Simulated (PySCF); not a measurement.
**B(OH)₂ + 2 HCl → BCl₂ + 2 H₂O**

Level: PBE0 in the def2-TZVP basis family, all electrons, no relativity, computed in PySCF with density fitting; open shells unrestricted.

```csv
species,state and structure,E (Eh),ZPE (kJ/mol),H(298 K) − H(0) (kJ/mol),S° (J/(mol K))
B(OH)₂,"doublet, Cs, B–O 1.341 Å, B–O 1.355 Å, O–H 0.959 Å, O–H 0.967 Å; B–O–H 113.4°, B–O–H 113.8°, O–B–O 123.3°",-176.40971,82.3,12.0,259.7
HCl,"singlet, C∞v, H–Cl 1.279 Å",-460.66440,17.9,8.7,186.6
BCl₂,"doublet, C2v, B–Cl 1.720 Å (×2); Cl–B–Cl 125.5°",-944.95072,11.9,11.5,270.1
H₂O,"singlet, C2v, O–H 0.960 Å (×2); H–O–H 105.1°",-76.37736,56.5,9.9,188.7
```

Q: What is the electronic reaction energy?

A: At PBE0/def2-TZVP, ΔE = 86.8 kJ/mol from the differences of the total energies times 2625.5, uphill. 

Q: Add zero-point, thermal and entropy terms for 298.15 K and 1 bar.

A: ΔZPE = 6.8 and Δ[H(298) − H(0)] = 1.9 kJ/mol give ΔH° = 95.5 kJ/mol. ΔS° = 14.6 J/(mol K), so ΔG° = 95.5 − 298.15 × (0.0146) = 91 kJ/mol and log₁₀K = -16.0.

The structures come from searches over a few start shapes, so lower isomers are not excluded.
